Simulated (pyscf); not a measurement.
H₂O (SMILES O) + HO–SiH(OH)–OH (SMILES O[SiH](O)O) -> HO–SiH(OH)–OH (SMILES O[SiH](O)O) + H₂O (SMILES O) (four-centre exchange; singlet surface; H–O, O–Si broken, O–Si, H–O formed). Single points on ωB97X-D3(BJ)/def2-SVP structures (PySCF, gas phase). Energies in eV from the separated reactants.

| level | barrier | reaction energy |
|---|---|---|
| ωB97X-D3(BJ)/def2-TZVP | 0.91 | 0.00 |
| PBE/def2-TZVP | 0.76 | 0.00 |
| r²SCAN/def2-TZVP | 0.80 | 0.00 |
| B3LYP-D3(BJ)/def2-TZVP | 0.96 | 0.00 |
| PBE0-D3(BJ)/def2-TZVP | 0.82 | 0.00 |
| ωB97M-D3(BJ)/def2-TZVP | 0.91 | 0.00 |

The functionals in the table span 0.19 eV in this barrier, from PBE to B3LYP-D3(BJ). On the reactant side the descent ends in a bound adduct (not fully relaxed), 0.39 eV under the separated species and 1.30 eV under the saddle at ωB97X-D3(BJ)/def2-TZVP. One saddle was located; it need not be the lowest between these sides.
